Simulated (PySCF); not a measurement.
**One shape, several levels: C6H6 (Benzvalene)**

Aim: a comparison of 6 runs (HF/3-21G, B3LYP/6-31G*, PBE0/def2-SVP, PBE/def2-TZVP, MP2/6-31G, MP2/6-31G**) of C6H6 (Benzvalene). 

The calculation is run with PySCF 2.14.0.

**1. The molecule**

The species is C6H6 (12 atoms), meant as a singlet with charge 0. SMILES: `C1=CC2C3C1C23`. The coordinates come from a GFN2-xTB relaxation. This is one conformer, not always the lowest.

Bond lengths: C1–C2 1.330 Å, C2–C3 1.489 Å, C3–C4 1.516 Å, C1–C5 1.489 Å, C4–C5 1.516 Å, C3–C6 1.516 Å, C4–C6 1.453 Å, C5–C6 1.516 Å, C1–H7 1.072 Å, C2–H8 1.072 Å, C3–H9 1.080 Å, C4–H10 1.070 Å, C5–H11 1.080 Å, C6–H12 1.070 Å. Some angles: C1–C2–C3 105.5°, C2–C1–C5 105.5°, C2–C3–C4 108.8°, C2–C3–C6 108.7°, C4–C3–C6 57.3°, C3–C4–C5 89.0°, C3–C4–C6 61.4°, C5–C4–C6 61.4°, C1–C5–C4 108.7°, C1–C5–C6 108.7°.

**2. Energy and gradient at HF/3-21G (run 1)**

The input, input.py:

```python
from pyscf import gto, scf

mol = gto.Mole()
mol.atom = '''
C     -0.985190    -2.244163    -1.124557
C     -0.150290    -2.389294     1.241210
C      0.746366     0.199687     1.882942
C      1.691116     1.466522    -0.507618
C     -0.590426     0.432256    -1.899099
C     -0.815058     2.103889     0.417478
H     -1.787057    -3.676179    -2.311910
H     -0.087645    -3.971675     2.504435
H      1.535667     0.652163     3.708928
H      3.344872     2.506797    -1.028219
H     -1.102013     1.110403    -3.753960
H     -1.800342     3.809556     0.870370
'''
mol.max_memory = 1860
mol.basis = '3-21g'
mol.unit = 'bohr'
mol.verbose = 3
mol.build()

myscf = scf.RHF(mol)
myscf.conv_tol = 1e-10
myscf.kernel()
if not myscf.converged:
    myscf = myscf.newton().run(myscf.mo_coeff, myscf.mo_occ)

e_final = myscf.e_tot
print(f'total energy: {e_final:.8f} hartree')
grad = myscf.nuc_grad_method().kernel()
dip = myscf.dip_moment()
pop, q = myscf.mulliken_pop()
```

Command:

```bash
OMP_NUM_THREADS=1 python input.py
```

What it wrote:

```text
converged SCF energy = -229.264694078703
total energy: -229.26469408 hartree
[... 8 lines left out ...]
Dipole moment(X, Y, Z, Debye):  0.23396,  0.96324, -0.02362
[... 79 lines left out ...]
charge of   11H =      0.21808
```

Run time: 8.7 s. Hardware: 1 thread of Intel Xeon at 2.50GHz (Skylake/Cascade Lake), shared host; peak memory 0.13 GiB.

**3. Energy and forces at B3LYP/6-31G(d) (spherical functions) (run 2)**

The input, input.xyz:

```xyz
12

C     -0.521340    -1.187560    -0.595090
C     -0.079530    -1.264360     0.656820
C      0.394960     0.105670     0.996410
C      0.894900     0.776050    -0.268620
C     -0.312440     0.228740    -1.004960
C     -0.431310     1.113330     0.220920
H     -0.945670    -1.945350    -1.223410
H     -0.046380    -2.101720     1.325290
H      0.812640     0.345110     1.962680
H      1.770030     1.326540    -0.544110
H     -0.583160     0.587600    -1.986510
H     -0.952700     2.015930     0.460580
```

The input, run.py:

```python
import pyscf.grad
from pyscf import gto, dft

mol = gto.M(
    atom='input.xyz',
    verbose=4,
    basis='6-31g*',
    max_memory=1860,
)

mf = dft.RKS(mol, xc='b3lyp')
mf.conv_tol = 1e-10
mf.grids.level = 5
mf.kernel()
if not mf.converged:
    mf = mf.newton().run(mf.mo_coeff, mf.mo_occ)

e_final = mf.e_tot
print('E = %.10f Eh' % e_final)
grad = mf.Gradients().kernel()
dip = mf.dip_moment()
pop, q = mf.mulliken_pop()
```

Command:

```bash
OMP_NUM_THREADS=1 python run.py
```

What it wrote:

```text
PySCF version 2.14.0

[... 80 lines left out ...]
converged SCF energy = -232.113232385511
[... 13 lines left out ...]
Dipole moment(X, Y, Z, Debye):  0.19923,  0.82092, -0.01998
[... 109 lines left out ...]
charge of   11H =      0.13685
```

It took 96 s on 1 thread of Intel Xeon at 2.50GHz (Skylake/Cascade Lake), shared host; peak memory 0.98 GiB.

Runs 3 to 5 aren't shown in full; the table further down has their settings and results.

**4. Energy and forces at MP2/6-31G(d,p) (spherical functions) (run 6)**

The input, input.py:

```python
import pyscf.grad
from pyscf import gto, scf, mp

molecule = gto.Mole()
molecule.atom = [
    ('C', (-0.521340, -1.187560, -0.595090)),
    ('C', (-0.079530, -1.264360, 0.656820)),
    ('C', (0.394960, 0.105670, 0.996410)),
    ('C', (0.894900, 0.776050, -0.268620)),
    ('C', (-0.312440, 0.228740, -1.004960)),
    ('C', (-0.431310, 1.113330, 0.220920)),
    ('H', (-0.945670, -1.945350, -1.223410)),
    ('H', (-0.046380, -2.101720, 1.325290)),
    ('H', (0.812640, 0.345110, 1.962680)),
    ('H', (1.770030, 1.326540, -0.544110)),
    ('H', (-0.583160, 0.587600, -1.986510)),
    ('H', (-0.952700, 2.015930, 0.460580)),
]
molecule.verbose = 3
molecule.max_memory = 1860
molecule.basis = '6-31g**'
molecule.build()

mf = scf.RHF(molecule)
mf.conv_tol = 1e-10
mf.kernel()
if not mf.converged:
    mf = mf.newton().run(mf.mo_coeff, mf.mo_occ)

pt = mp.MP2(mf, frozen=6).run()
etot = pt.e_tot
print(f'total energy: {etot:.8f} hartree')
grad = pt.Gradients().kernel()
dip = mf.dip_moment()
pop, q = mf.mulliken_pop()
```

Command:

```bash
OMP_NUM_THREADS=1 python input.py
```

What it wrote:

```text
converged SCF energy = -230.5807412124
[... 2 lines left out ...]
total energy: -231.37765347 hartree
[... 8 lines left out ...]
Dipole moment(X, Y, Z, Debye):  0.19669,  0.81047, -0.01981
[... 127 lines left out ...]
charge of   11H =      0.14509
```

Wall time 90 s (1 thread of Intel Xeon at 2.50GHz (Skylake/Cascade Lake), shared host); peak memory 0.9 GiB.

**5. Overview of the runs**

```
run                               level  integration grid  frozen core orbitals  energy (Eh)  dipole moment (D) of the reference  HOMO energy (eV)  LUMO energy (eV)  wall time
  1                            HF/3-21G                 –                     –  -229.264694                                0.99             -8.55              4.83      8.7 s
  2  B3LYP/6-31G* (spherical functions)                 5                     –  -232.113232                                0.84             -5.67              0.62       96 s
  3                       PBE0/def2-SVP                 5                     –  -231.688857                                0.90             -6.20              0.44    1.8 min
  4                       PBE/def2-TZVP                 5                     –  -231.900810                                0.94             -5.14             -0.73     15 min
  5                           MP2/6-31G                 –                     6  -230.982739                                0.97             -8.47              4.74       28 s
  6   MP2/6-31G** (spherical functions)                 –                     6  -231.377653                                0.83             -8.40              4.83       90 s
```

**6. Summary of results**

```
                                          quantity          value
                               run 6: total energy  -231.37765 Eh
       run 6: dipole moment (Hartree–Fock density)         0.83 D
        run 6: HOMO energy (Hartree–Fock orbitals)       -8.40 eV
        run 6: LUMO energy (Hartree–Fock orbitals)        4.83 eV
      run 6: HOMO–LUMO gap (Hartree–Fock orbitals)       13.23 eV
run 6: correlation energy (6 core orbitals frozen)     -796.9 mEh
                   run 6: largest force on an atom     0.849 eV/Å
```

What this shows: Over runs 1, 2, 3, 4 the dipole moment (its size) runs from 0.84 D (B3LYP/6-31G*) to 0.99 D (HF/3-21G). The two ends differ in method and basis. Over runs 1, 2, 3, 4 the HOMO–LUMO gap runs from 4.41 eV (PBE/def2-TZVP) to 13.38 eV (HF/3-21G). Totals of different functionals can't be ranked against each other. All runs together took 20 min, the longest 15 min.
